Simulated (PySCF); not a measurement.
**CO under electron impact: the energy ladder**

PBE0 in PySCF with def2-TZVPPD on every atom, for the lowest determinant that a PBE0 search found; no spin–orbit coupling.

| species | state (unpaired electrons) | Re (Å) | ωe (cm⁻¹) | energy of the minimum from the neutral (eV) | De (eV) | dissociates to |
| --- | --- | --- | --- | --- | --- | --- |
| CO | singlet (closed shell) | 1.123 | 2238 | 0.00 | 11.06 | C + O |
| CO⁺ | doublet (π ↑) | 1.240 | 1604 | 16.48 | 6.09 | C⁺ + O |

Work out the lowest energy to break CO into atoms, from its vibrational ground state.

D0 = De − ωe/2 = 11.06 − 0.14 = 10.92 eV (PBE0/def2-TZVPPD).

Work out the ionisation energy of the C atom at this level and the threshold of dissociative ionisation.

IE(C) = 16.48 + 6.09 − 11.06 = 11.51 eV, so C⁺ + O + e⁻ appears at D0 + IE(C) = 22.43 eV (PBE0/def2-TZVPPD). The measured IE(C) is 11.26 eV (NIST ASD).

These are thermodynamic thresholds; the onsets seen under electron impact lie higher where the geometry changes, and cross-sections peak well above them.

For an ion De counts to the pair picked by the measured ionisation energies or electron affinities, which need not be the lowest pair at this level. States were picked by a PBE0 search and need not be the measured ground states.
